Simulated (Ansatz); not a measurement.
**Al2+ (quartet): relaxing a cheap start**

Where does this start of Al2+ (quartet) end when it is relaxed?

Program: Ansatz 0.2.0, Gaussian basis. Level of theory: UKS PBE0/def2-TZVP. These are calculated values, not measurements.

## Step 1: The starting structure

2 atoms, charge 1, spin multiplicity 4.

Atoms are counted from 1 here; the program's logs count them from 0.

Bond lengths: Al1–Al2 2.251 Å.

The start is set by covalent radii. Sticks and bond lists go by distance. 

## Step 2: The run

Contents of in.yaml:

```yaml
crystal:
  periodic: [false, false, false]
  atoms:
    - {symbol: Al, position_ang: [0.000000, 0.000000, 0.000000]}
    - {symbol: Al, position_ang: [0.000000, 0.000000, 2.250600]}
basis:
  gaussian: {orbitals: def2-TZVP}
total_charge: 1
magnetization: {spin_polarized: true, initial_magnetization: 3}
hamiltonian: {xc: pbe0}
relax: {f_tol: 0.004, max_steps: 80}
```

On the command line:

```
> ansatz run in.yaml --threads 1 --pin off --events-out ev --progress --plain --max-ram 2176MiB
```

**Question.** What will these runs give? Wanted: energy gained; shift from the start; total energy; ⟨S²⟩.

The runs gave:

| quantity | value |
| --- | --- |
| steps | 7 |
| energy gained | 0.225 eV |
| shift from the start (rms) | 0.129 Å |
| total energy | -13176.9037 eV |
| ⟨S²⟩ | 3.752 |

In words: The bonds of the start are those of the end. Al1–Al2 went from 2.251 to 2.509 Å. No vibrations were run, so this is a stationary point, not a proven minimum, and this spin need not be the ground state's.
